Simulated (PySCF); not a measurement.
sulfur trioxide: 4 charge schemes on one density

Species: sulfur trioxide, SO3.
SMILES with atom numbers: `[O:1]=[S:2](=[O:3])=[O:4]`

Cartesian coordinates in Å at the PBE0-D3(BJ)/def2-TZVP level; atoms count from 1:
```
atom  x, y, z in Å
O1    -0.9691    1.0208   -0.0565
S2     0.0094   -0.0064   -0.0082
O3     1.3884    0.3280    0.0290
O4    -0.3908   -1.3681    0.0025
```

Density: PBE0/pcSseg-2 (PySCF); schemes: Mulliken, IAO, Hirshfeld and ESP-fitted. Geometry: PBE0-D3(BJ)/def2-TZVP; no solvent, vibrations or thermal averaging.

Tabulate the Mulliken, IAO, Hirshfeld and ESP-fitted charges.

In e:

```tsv
atom	environment	Mulliken	IAO	Hirshfeld	ESP-fitted
O1	sulfinyl oxygen	-0.393	-0.764	-0.214	-0.432
S2	sulfinyl sulfur	+1.180	+2.292	+0.643	+1.295
O3	sulfinyl oxygen	-0.393	-0.764	-0.214	-0.431
O4	sulfinyl oxygen	-0.394	-0.764	-0.214	-0.432
```

Mean size of the charges over all atoms: IAO 1.146 e, ESP-fitted 0.647 e, Mulliken 0.590 e, Hirshfeld 0.322 e. Each set sums to the total charge, 0, to within 0.001 e. The Hirshfeld scheme divides the density at each point in proportion to the densities of the neutral, spherically averaged free atoms.

Lowest charge. All schemes pick atoms of one kind: Mulliken O4 (-0.394); IAO O1, O3 and O4 (-0.764); Hirshfeld O1, O3 and O4 (-0.214); ESP-fitted O1 and O4 (-0.432).

Highest charge. All schemes agree: Mulliken S2 (+1.180); IAO S2 (+2.292); Hirshfeld S2 (+0.643); ESP-fitted S2 (+1.295).

How many electrons does the Mulliken scheme count on O1?

Z − q = 8 − (-0.393) = 8.393.

Sum the charges by element, for elements with more than one atom.

| element | atoms | Mulliken | IAO | Hirshfeld | ESP-fitted |
| --- | --- | --- | --- | --- | --- |
| O | 3 | -1.180 | -2.292 | -0.643 | -1.295 |
